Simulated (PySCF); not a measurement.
# C3H5NO (2-Oxazoline): the cost of one run

Computed with PySCF 2.14.0, with density-fitted response routines of our own, on a single molecule, in the gas phase or a continuum. Atoms are numbered from 0 throughout.

**1. Starting geometry**

10 atoms, charge 0, multiplicity 1; geometry from: GFN2-xTB. The atoms were then displaced at random by about 0.01 Å, so the start is not that level's minimum.

Bonds of the start (Å): C0–N1 1.25, N1–C2 1.46, C2–C3 1.56, C3–O4 1.39, O4–C0 1.37, C0–H5 1.05, C2–H6 1.07, C2–H7 1.08, C3–H8 1.12, C3–H9 1.10.

**2. Optimising the geometry at PBE0-D3(BJ)/def2-TZVP**

What the job is given:

```
{"job": {"xc": "PBE0", "basis": "def2-TZVP", "d3": "d3bj", "grid": 2, "shake": 0.01, "kind": "geom"}, "charge": 0, "multiplicity": 1}
C      1.446020    -0.164670    -0.214080
N      0.702290    -1.173520    -0.159370
C     -0.675190    -0.732420     0.053950
C     -0.513240     0.818860     0.110280
O      0.843790     1.060470    -0.091140
H      2.485760    -0.137600    -0.377960
H     -1.274170    -1.086940    -0.755880
H     -1.011100    -1.155110     0.989450
H     -0.846520     1.239750     1.097840
H     -1.107210     1.310250    -0.674130
```

On the command line:

```
> OMP_NUM_THREADS=1 python probes_run.py task.json out
```

The driver reads the jobs from task.json and runs them one after another.

**Question.** How long does this first job take on 1 thread of Intel Xeon 6975P-C, shared host, and how much memory does it need?

About 95 s, with a peak of 0.71 GiB.
